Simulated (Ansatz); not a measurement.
# MgHO (doublet): the correlation ladder at scale of all distances = 1.103, 6-31G

How much of the correlation energy of MgHO (doublet) does each wave-function method recover here?

Method: 6-31G, core rule «outside noble gas», up to 6 orbitals frozen; program: Ansatz 0.2.0, Gaussian basis.

Plan: UHF; CCSD(T) on ROHF; CCSD(T) on UHF; BCCD(T) on ROHF; CISD; CCSDT(Q) on ROHF; CCSDT(Q) on UHF; CISDTQ; CCSDTQ on ROHF; CASSCF and MRCISD+Q, 3 electrons in 3 orbitals; CASSCF and NEVPT2, 3 electrons in 3 orbitals; Full CI.

28 further runs of the same task are left out: 8 for a known fault of the program, 20 that didn't finish.

## (1) The geometry

The geometry derives from a PBE0/def2-TZVP stationary point (not a proven minimum). All distances are scaled together.

3 atoms, charge 0, spin multiplicity 2.

Atoms are counted from 1 here; the program's logs count them from 0.

Bond lengths: O1–Mg2 1.950 Å, O1–H3 1.045 Å. Angles: Mg2–O1–H3 180.0°.

Coordinates:

```xyz
3
charge 0, multiplicity 2
O     0.00000    0.00000    0.30167
Mg    0.00000    0.00000   -1.64876
H     0.00000    0.00000    1.34709
```

## (2) UHF

The input, in.yaml:

```yaml
crystal:
  periodic: [false, false, false]
  atoms:
    - {symbol: O, position_ang: [0.000000, 0.000000, 0.301670]}
    - {symbol: Mg, position_ang: [0.000000, 0.000000, -1.648764]}
    - {symbol: H, position_ang: [0.000000, 0.000000, 1.347094]}
basis:
  gaussian: {orbitals: 6-31G}
magnetization: {spin_polarized: true, initial_magnetization: 1}
hamiltonian: {xc: hf}
output: {orbitals: {seedname: orbitals}}
```

On the command line:

```bash
> ansatz run in.yaml --threads 1 --pin off --events-out ev --progress --plain --max-ram 2393MiB
```

Further steps of the session: CCSD(T) on ROHF; CCSD(T) on UHF; BCCD(T) on ROHF; CISD; CCSDT(Q) on ROHF; CCSDT(Q) on UHF; CISDTQ; CCSDTQ on ROHF; CASSCF and MRCISD+Q, 3 electrons in 3 orbitals; CASSCF and NEVPT2, 3 electrons in 3 orbitals; Full CI.

Before running them: what should the planned runs give, taken together? Wanted: FCI below the RHF energy; RMP2 from FCI; UMP2 from FCI; RCCSD from FCI; RCCSD(T) from FCI; UCCSD(T) from FCI; RCCSDT(Q) from FCI; UCCSDT(Q) from FCI; NEVPT2 pair from FCI.

As calculated:

| quantity | value |
| --- | --- |
| FCI below the RHF energy | -4.0206 eV |
| RMP2 from FCI | +19.6 kJ/mol |
| UMP2 from FCI | +18.8 kJ/mol |
| RCCSD from FCI | +8.9 kJ/mol |
| RCCSD(T) from FCI | +2.3 kJ/mol |
| UCCSD(T) from FCI | +2.2 kJ/mol |
| RCCSDT(Q) from FCI | -0.1 kJ/mol |
| UCCSDT(Q) from FCI | -0.5 kJ/mol |
| NEVPT2 pair from FCI | +13.1 kJ/mol |
| MRCISD+Q pair from FCI | +6.4 kJ/mol |
| levels within 1 kcal/mol (43 meV) | RCCSD(T), UCCSD(T), BCCD(T), RCCSDT, UCCSDT, CISDTQ, RCCSDT(Q), UCCSDT(Q), RCCSDTQ |
| T1 diagnostic | 0.030 |
| effectively unpaired electrons | 1.03 |

**Reading.** RCCSD(T) lands +2.3 kJ/mol from the yardstick (0.6 % of the correlation energy). UCCSDT(Q) falls below full CI: unrestricted runs freeze a spin-polarised core, another one than full CI's, and coupled cluster isn't variational. One determinant dominates. Of the multireference levels listed MRCISD+Q pair comes nearest in total energy (+6.4 kJ/mol), which doesn't show that its space is the better one. These misses are within one basis, not against nature; the frozen cores of restricted and unrestricted runs differ, which can shift their rows.
